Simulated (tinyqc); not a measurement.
Worked calculation: UHF in the sto-3g basis, for OH+, spin multiplicity 3. One step of it, computed by the program tinyqc.

Task: Orthogonalisation. S = U s U^T; symmetric (Loewdin) form X = U s^(-1/2) U^T, so that X^T S X = 1.

overlap S, lower triangle:
```
           1O 1s     1O 2s    1O 2px    1O 2py    1O 2pz     2H 1s
1O 1s   1.000000
1O 2s   0.236704  1.000000
1O 2px  0.000000  0.000000  1.000000
1O 2py  0.000000  0.000000  0.000000  1.000000
1O 2pz  0.000000  0.000000  0.000000  0.000000  1.000000
2H 1s   0.013902  0.182994  0.000000  0.000000  0.183714  1.000000
```

Give: eigenvalues of S; X.

Result:

eigenvalues of S: 0.682  0.859  1.000  1.000  1.127  1.331

X, lower triangle:
```
         1O 1s   1O 2s  1O 2px  1O 2py  1O 2pz  2H 1s
1O 1s    1.022
1O 2s   -0.124   1.036
1O 2px   0.000   0.000   1.000
1O 2py   0.000   0.000   0.000   1.000
1O 2pz  -0.002   0.014   0.000   0.000   1.013
2H 1s    0.010  -0.098   0.000   0.000  -0.096  1.027
```
